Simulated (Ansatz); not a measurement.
**CH5NSi: ionisation energy by level of theory**

Aim: the vertical ionisation energy of CH5NSi, as cation minus neutral at the neutral's geometry, on several levels, and how well −ε(HOMO) stands in for it.

The runs use Ansatz 0.2.0, Gaussian basis; unrestricted cation, the program's frozen cores in correlated methods.

The runs, in order: UKS PBE-D4/def2-TZVPP; UKS r2SCAN-D4/def2-TZVPP; UKS PBE0-D4/def2-TZVPP; UKS B3LYP-D4/def2-TZVPP; UKS wB97X-V/def2-TZVPP; UKS wB97M-V/def2-TZVPP; UKS B2PLYP/def2-TZVPP; UHF-CCSD(T)/def2-TZVPP; UHF-MP2/def2-QZVPP; extrapolation to the limit; then −ε(HOMO) from the neutral's earlier runs with LDA (SPW92), PBE-D4, revPBE-D4, BLYP-D4, r2SCAN-D4, B97M-V, PBE0-D4, B3LYP-D4, r2SCANh-D4, r2SCAN0-D4, HSE06-D4, BHLYP-D4, CAM-B3LYP-D4, LC-ωPBE, ωB97X-V, ωB97M-V.

## (1) Structure used throughout

The geometry comes from an earlier relaxation with PBE0-D4 in a triple-zeta def2 set; it is a stationary point, not always the lowest conformer.

SMILES `N=C[SiH3]`, 8 atoms, charge 0, spin multiplicity 1.

Atoms are counted from 1 here; the program's logs count them from 0.

Bond lengths: N1–C2 1.269 Å, N1–H4 1.023 Å, C2–Si3 1.889 Å, C2–H5 1.102 Å, Si3–H6 1.488 Å, Si3–H7 1.488 Å, Si3–H8 1.481 Å. Angles: C2–N1–H4 111.5°, N1–C2–Si3 119.7°, N1–C2–H5 122.0°, Si3–C2–H5 118.3°, C2–Si3–H6 108.9°, C2–Si3–H7 108.9°, C2–Si3–H8 109.8°, H6–Si3–H7 107.8°, H6–Si3–H8 110.7°, H7–Si3–H8 110.7°.

## (2) Cation, UKS PBE-D4/def2-TZVPP

Contents of in.yaml:

```yaml
crystal:
  periodic: [false, false, false]
  atoms:
    - {symbol: N, position_ang: [-1.316048, -0.139659, -1.080481]}
    - {symbol: C, position_ang: [-0.349203, 0.466561, -0.524369]}
    - {symbol: Si, position_ang: [0.699229, -0.429229, 0.766190]}
    - {symbol: H, position_ang: [-1.796674, 0.460046, -1.755544]}
    - {symbol: H, position_ang: [-0.096244, 1.510468, -0.770529]}
    - {symbol: H, position_ang: [0.635541, 0.324590, 2.047577]}
    - {symbol: H, position_ang: [2.116980, -0.438841, 0.314390]}
    - {symbol: H, position_ang: [0.198618, -1.811034, 0.946967]}
basis:
  gaussian: {orbitals: def2-TZVPP}
total_charge: 1
magnetization: {spin_polarized: true, initial_magnetization: 1}
hamiltonian: {xc: pbe, dispersion: d4}
```

Run with:

```
ansatz run in.yaml --threads 2 --pin off --events-out ev --progress --plain --max-ram 4352MiB
```

The runs that follow: Cation, UKS r2SCAN-D4/def2-TZVPP; Cation, UKS PBE0-D4/def2-TZVPP; Cation, UKS B3LYP-D4/def2-TZVPP; Cation, UKS wB97X-V/def2-TZVPP; Cation, UKS wB97M-V/def2-TZVPP; Cation, UKS B2PLYP (frozen core)/def2-TZVPP; Cation, UHF-CCSD(T)/def2-TZVPP; Cation, UHF-MP2/def2-QZVPP.

Before running them: what should the planned runs give, taken together? Wanted: ionisation energy, CCSD(T)/CBS; nearest functional by difference; nearest −ε(HOMO); −ε(HOMO) of PBE; T1 of the cation.

**Answer**, as computed:

| quantity | value |
| --- | --- |
| ionisation energy, CCSD(T)/CBS | 10.09 eV |
| nearest functional by difference | ωB97M-V (-0.15 eV) |
| nearest −ε(HOMO) | LC-ωPBE (+0.13 eV) |
| −ε(HOMO) of PBE | 6.00 eV |
| T1 of the cation | 0.048 |

What this shows: By cation minus neutral, the functionals miss by 0.47 eV at most. −ε(HOMO) of PBE misses by 4.1 eV, since self-interaction lifts the level. Among orbital estimates LC-ωPBE comes nearest. Hartree-Fock falls 1.23 eV short, as the neutral has more correlation energy than the cation. The cation's T1 (from the report) is 0.048, above the customary mark of 0.045 for open shells, so the coupled-cluster value is less safe.
